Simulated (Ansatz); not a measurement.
SiH$_{4}$, triplet: stretch scan

All five atoms lie in one plane.

Starting geometry (PBE0/def2-TZVP stationary point for this spin, not checked as a minimum):

```csv
atom,x (Å),y (Å),z (Å)
Si,0.0000,0.0000,0.0000
H,-0.0115,1.0851,1.0776
H,-0.0165,-1.0776,1.0850
H,0.0165,1.0776,-1.0850
H,0.0115,-1.0851,-1.0776
```

From there H2 moves along the line of the two atoms named below, all else staying in place; atoms are numbered as listed. Energies are in kJ/mol, counted from the starting geometry at the same level.

Basis 6-31G; Ansatz 0.2.0. Correlated methods freeze the noble-gas cores. R marks a restricted (for open shells ROHF) determinant, U an unrestricted one.

For open shells CISD and CISDTQ are restricted-active-space CI with the open shells as a complete middle space.

Full CI is exact within this basis and frozen core; it isn't the basis-set limit. The frozen core follows each run's orbitals, which can shift R against U totals by a few meV.

| distance Si1-H2 (Å) | full CI | unpaired electrons (full CI) | error RHF | error UMP2 | error BCCD(T) | error RCCSDT | error UCCSDT | error CISDTQ |
| --- | --- | --- | --- | --- | --- | --- | --- | --- |
| 1.193 | 152.7 | 2.03 | -11.8 | -6.2 | -0.2 | 0.0 | 0.0 | 0.0 |
| 1.350 | 39.4 | 2.03 | -7.4 | -3.9 | -0.2 | 0.0 | 0.0 | 0.0 |
| 1.529 | 0.0 | 2.04 | 0.0 | 0.0 | 0.0 | 0.0 | 0.0 | 0.0 |
| 1.660 | -0.6 | 2.04 | 6.0 | 3.5 | 0.1 | 0.0 | 0.0 | 0.0 |
| 1.905 | 15.8 | 2.06 | -0.8 | 5.7 | 0.3 | 0.0 | 0.0 | 0.0 |
| 2.136 | 26.1 | 2.06 | -18.5 | -0.6 | 0.2 | 0.1 | 0.1 | 0.0 |
| 2.393 | 26.8 | 2.06 | -27.3 | -5.7 | 0.0 | 0.1 | 0.1 | 0.0 |
| 2.840 | 21.1 | 2.06 | -29.5 | -7.7 | -0.3 | 0.2 | 0.2 | 0.0 |
| 3.369 | 17.6 | 2.06 | -29.1 | -7.8 | -0.3 | 0.2 | 0.2 | 0.0 |
| 4.124 | 16.8 | 2.07 | -29.0 | -7.7 | -0.3 | 0.2 | 0.2 | 0.0 |
| 5.179 | 17.0 | 2.07 | -29.0 | -7.7 | -0.3 | 0.2 | 0.2 | 0.0 |

Unpaired electrons are Σ n²(2−n)² over natural occupations. Errors are those of relative energies. In total energy the starting point itself misses full CI by: RHF 252.1, UMP2 81.1, BCCD(T) 1.4, RCCSDT 0.0, UCCSDT 0.0, CISDTQ 0.2 kJ/mol.

Spread of the error over the points with a reference, to 5.179 Å (largest less smallest): CISDTQ 0.1, RCCSDT 0.2, UCCSDT 0.2, BCCD(T) 0.6, UMP2 13.4, RHF 35.5 kJ/mol.
